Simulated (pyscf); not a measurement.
7 gas-phase steps of one pattern: four-centre exchange on the singlet surface, Ge–O + H–H or H–H + O–Si or H–H + Si–Te or H–H + S–Si broken and Ge–H + H–O or H–O + H–Si or H–S + H–Si or H–Si + H–Te formed. Structures and frequencies: ωB97X-D3(BJ)/def2-SVP in PySCF. Electronic energies in kJ/mol, from the separated reactants; ΔE‡ at ωB97M-D3(BJ)/def2-TZVP, beside the barrier at PBE/def2-TZVP on the same structures. Rows were drawn at random from the steps of this pattern with a verified saddle, stable references and no exit in the data more than 5 kcal/mol lower.

```
row                                                            step  ΔE‡(PBE)    ΔE‡
---  --------------------------------------------------------------  --------  -----
1                               HO–GeH₂–SnH₃ + H₂ → H₃Ge–SnH₃ + H₂O     160.1  182.9
2                               H₃Si–Te–SiH₃ + H₂ → SiH₄ + H₃Si–TeH     203.1  232.1
3                         HO–SiH(OH)–S–SH + H₂ → HO–SiH₂–OH + HS–SH     171.8  204.0
4    HO–SiH₂–Si(SiH₃)(SiH₃)–Cl + H₂ -> H₃Si–Si(SiH₃)(SiH₃)–Cl + H₂O     184.6  208.8
5               F–SiH₂–O–SiH₂–O–SiH₃ + H₂ → F–SiH₂–O–SiH₃ + HO–SiH₃     218.3      ?
6                    HO–SiH(OH)–O–SiH₃ + H₂ -> HO–SiH₂–OH + HO–SiH₃     209.9  231.8
7     H₃C–Si(CH₃)(OH)–O–SiH₂–OH + H₂ → H₃C–Si(CH₃)(OH)–OH + HO–SiH₃     211.1  232.3
```

**Question.** From a straight line through the complete rows, estimate the missing barrier and say how far the line can be trusted.

**Answer.** Over the 6 complete rows the means are +190.1 (ΔE‡(PBE)) and 215.3 (ΔE‡); least squares gives b = 0.93 and a = 38.5 kJ/mol, with residuals of 3.8 kJ/mol (root mean square; largest 5.7, row 3). For row 5: 38.5 + 0.93 × (+218.3) = 241.5 kJ/mol, an extrapolation. The computed barrier is 240.6 kJ/mol, 0.9 under the line. The line follows the complete rows closely. Each barrier is that of the saddle found. Elements up to Kr have no core potential and no relativistic terms here. Elements past Kr carry the def2 core potentials, without spin-orbit coupling.
